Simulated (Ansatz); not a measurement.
# AlH7N2: the cost of one run

Method: RHF/def2-SVP, in Ansatz 0.2.0.

**1. The structure to begin with**

Bond lengths: Al1–N3 1.920 Å, N3–H4 1.060 Å, N3–H5 1.060 Å, Al1–H6 1.560 Å, Al1–N7 2.220 Å, N7–H8 1.060 Å, N7–H9 1.060 Å. Angles: Al1–N3–H4 120.0°, Al1–N3–H5 120.0°, H4–N3–H5 120.0°, N3–Al1–H6 120.0°, N3–Al1–N7 96.8°, H6–Al1–N7 101.3°, Al1–N7–H8 120.0°, Al1–N7–H9 120.0°, H8–N7–H9 120.0°.

Coordinates:

```xyz
10

Al    0.0000    0.0000    0.0000
H     0.0000    0.0000    1.9100
N     1.6627    0.0000   -0.9600
H     2.1293   -0.9179   -1.2118
H     2.1141    0.9179   -1.2382
H    -1.3510    0.0000   -0.7800
N     0.0995    2.1044    0.7000
H     0.4930    2.3259    1.6590
H    -0.2465    2.8877    0.0753
H     0.0486    1.0269    1.8385
```

**2. Pulling towards end A**

Springs on the bonds that form and break draw the guess towards this end; the thresholds are loose.

The input, input.yaml:

```yaml
crystal:
  periodic: [false, false, false]
  atoms:
    - { symbol: Al, position_ang: [0.0, 0.0, 0.0] }
    - { symbol: H, position_ang: [0.0, 0.0, 1.91] }
    - { symbol: "N", position_ang: [1.6627, 0.0, -0.96] }
    - { symbol: H, position_ang: [2.1293, -0.9179, -1.2118] }
    - { symbol: H, position_ang: [2.1141, 0.9179, -1.2382] }
    - { symbol: H, position_ang: [-1.351, 0.0, -0.78] }
    - { symbol: "N", position_ang: [0.0995, 2.1044, 0.7] }
    - { symbol: H, position_ang: [0.493, 2.3259, 1.659] }
    - { symbol: H, position_ang: [-0.2465, 2.8877, 0.0753] }
    - { symbol: H, position_ang: [0.0486, 1.0269, 1.8385] }
basis:
  gaussian: { orbitals: def2-SVP }
hamiltonian:
  xc: hf
relax:
  f_tol: 0.15
  max_steps: 25
  restrain:
    - { distance: [0, 6], at: 3.12, k: 30.0 }
    - { distance: [9, 1], at: 1.86, k: 30.0 }
    - { distance: [0, 1], at: 1.56, k: 30.0 }
    - { distance: [9, 6], at: 1.06, k: 30.0 }
```

On the command line:

```console
> ansatz run input.yaml --threads 2 --pin off --max-ram 3072MiB --backend cpu --events-out ev --progress --plain --runs-dir out
```

**Question.** How long does this run take on 2 threads of Arm Neoverse V1, shared host, and how much memory does it need?

About 9.8 s, with a peak of 0.14 GiB.
